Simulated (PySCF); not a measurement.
## Working out the ionisation energy of N

N [He] 2s2 2p3 (4S) → N+ [He] 2s2 2p2 (3P). Calculation: PySCF 2.14, in aug-cc-pVTZ-DK (5s4p3d2f, 46 functions); the spin-free X2C one-electron Hamiltonian (Gaussian nucleus). Frozen: 1s2. Energies in hartree (1 hartree = 27.21139 eV):

```csv
part,N (lower),N+ (upper)
UHF,-54.430360,-53.919912
MP2 opposite-spin,-0.067733,-0.059061
MP2 same-spin,-0.029795,-0.012978
```

Problem. What does Hartree-Fock give?

Solution. (-53.919912) − (-54.430360) = 0.510448 hartree = 13.890 eV.

Problem. What do MP2 and SCS-MP2 (6/5 opposite-spin, 1/3 same-spin) give?

Solution. The opposite-spin parts differ by 0.236 eV and the same-spin parts by 0.458 eV. MP2: 13.890 + (0.236) + (0.458) = 14.584 eV. SCS-MP2: 13.890 + 1.2 × (0.236) + (0.458)/3 = 14.326 eV.

Measured between the centres of the two terms (NIST): 14.545 eV, so MP2 (valence) is off by 0.039 eV.

What remains against the reference includes basis incompleteness, the frozen core and correlation beyond second order.
